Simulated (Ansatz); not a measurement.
# Loss of HCl: C5H11Cl → C5H10 + HCl

Gas-phase species: C5H11Cl (1-chloro-3-methylbutane) `CC(C)CCCl`, singlet; C5H10 (3-methyl-1-butene) `C=CC(C)C`, singlet; HCl (hydrogen chloride), singlet. This is a balance of energies; it says nothing on the path, which may need atoms to shift.

Shapes, held fixed at every level: PBE0-D4/def2-TZVP. Flexible molecules stand in one conformer, not always the lowest. Programs: Ansatz 0.2.0. Electronic energies: no zero-point or thermal term.

```json
{"level": "r2SCAN-D4/def2-TZVPP", "kind": "meta-GGA", "ΔE (kJ/mol)": "+89.0", "less CCSD(T)/CBS estimate": "+7.1"}
{"level": "B3LYP-D4/def2-TZVPP", "kind": "global hybrid", "ΔE (kJ/mol)": "+76.4", "less CCSD(T)/CBS estimate": "-5.5"}
{"level": "wB97X-V/def2-TZVPP", "kind": "range-separated hybrid", "ΔE (kJ/mol)": "+95.6", "less CCSD(T)/CBS estimate": "+13.7"}
{"level": "MP2/def2-TZVPP", "kind": "perturbation theory", "ΔE (kJ/mol)": "+88.3", "less CCSD(T)/CBS estimate": "+6.4"}
{"level": "CCSD(T)/def2-TZVPP", "kind": "coupled cluster or CI", "ΔE (kJ/mol)": "+79.1", "less CCSD(T)/CBS estimate": "-2.8"}
{"level": "CCSD/def2-TZVPP", "kind": "coupled cluster or CI", "ΔE (kJ/mol)": "+77.6", "less CCSD(T)/CBS estimate": "-4.3"}
{"level": "CCSD(T)/CBS estimate", "kind": "coupled cluster or CI", "ΔE (kJ/mol)": "+81.9", "less CCSD(T)/CBS estimate": "0.0"}
```

The highest level, CCSD(T)/CBS estimate, gives ΔE = +81.9 kJ/mol; the levels span +76.4 to +95.6. The column of differences is taken from that level and isn't an error. No measured value is set beside it here. The CBS estimate extrapolates MP2 from def2-TZVPP and def2-QZVPP and adds CCSD(T) − MP2 in the triple-zeta set, cores frozen.
